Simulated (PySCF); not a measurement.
# H2O: the cost of one run

Programs: PySCF 2.14.0, with density-fitted response routines of our own. Each step states its level of theory. These are calculated values for one molecule, in the gas phase or a continuum, unless marked as measured. Atoms count from 0, in the outputs and in this text.

### Step 1. Starting geometry

3 atoms, charge 0, multiplicity 1; geometry from: GFN2-xTB.

Bonds of the start (Å): O0–H1 0.96, O0–H2 0.96.

### Step 2. Relaxing the molecule at PBE0-D3(BJ)/def2-TZVP

Job settings and geometry (Å):

```
{"job": {"xc": "PBE0", "basis": "def2-TZVP", "d3": "d3bj", "grid": 2, "kind": "geom"}, "charge": 0, "multiplicity": 1}
O      0.001780     0.063650    -0.000510
H     -0.785930    -0.483790    -0.001130
H      0.757910    -0.526530     0.009200
```

**Question.** How long does this first job take on 2 threads of Arm Neoverse V1, shared host?

About 1.1 s.
